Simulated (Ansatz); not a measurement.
**FHNO radical: geometry and frequencies at several levels**

The task here is to estimate one member of a computed series from the others.

Method: the levels named in each step, in Ansatz 0.2.0.

## Starting point

Bond lengths: N2–O3 1.152 Å, F1–H4 0.940 Å.

As a file:

```xyz
4

F     0.6763    1.3977   -1.3037
N    -0.2344   -0.5692    0.3827
O    -0.6211   -1.2043    1.2621
H     0.3691    0.6807   -0.7794
```

Set-up of the first run:

Input file input.yaml:

```yaml
crystal:
  periodic: [false, false, false]
  atoms:
    - { symbol: F, position_ang: [0.67625, 1.39769, -1.30367] }
    - { symbol: "N", position_ang: [-0.23435, -0.5692, 0.38271] }
    - { symbol: O, position_ang: [-0.6211, -1.20426, 1.26209] }
    - { symbol: H, position_ang: [0.36909, 0.68073, -0.77943] }
magnetization:
  spin_polarized: true
  initial_magnetization: 1
basis:
  gaussian: { orbitals: def2-SVP }
hamiltonian:
  xc: pbe
  dispersion: d4
relax:
  f_tol: 0.03
  max_steps: 200
```

On the command line:

```sh
$ ansatz run input.yaml --threads 2 --pin off --max-ram 5120MiB --backend cpu --events-out ev --progress --plain --runs-dir out
```

Among the steps run: A rough first relaxation, PBE-D4/def2-SVP; Relaxation, PBE0-D4/def2-TZVPP; Frequencies, PBE0-D4/def2-TZVPP; Relaxation, PBE-D4/def2-TZVPP; Frequencies, PBE-D4/def2-TZVPP; Relaxation, r2SCAN-D4/def2-TZVPP; Frequencies, r2SCAN-D4/def2-TZVPP; Relaxation, B3LYP-D4/def2-TZVPP; Frequencies, B3LYP-D4/def2-TZVPP; Relaxation, B2PLYP/def2-TZVPP.

One of the session's tables, all rows but one given; the rest of the session is left out.

| level | N2–O3 (Å) | dipole (D) | highest frequency (cm⁻¹) |
| --- | --- | --- | --- |
| PBE0-D4/def2-TZVPP | ? | ? | ? |
| PBE-D4/def2-TZVPP | 1.1530 | 2.65 | 3704 |
| r2SCAN-D4/def2-TZVPP | 1.1436 | 2.55 | 3876 |
| B3LYP-D4/def2-TZVPP | 1.1409 | 2.55 | 3916 |
| B2PLYP/def2-TZVPP | 1.1489 | 2.53 | - |

**Question.** Estimate the row for PBE0-D4/def2-TZVPP.

**Answer.** N2–O3 (Å): 1.1358; dipole (D): 2.55; highest frequency (cm⁻¹): 3972. In the column «N2–O3 (Å)» it is the lowest.
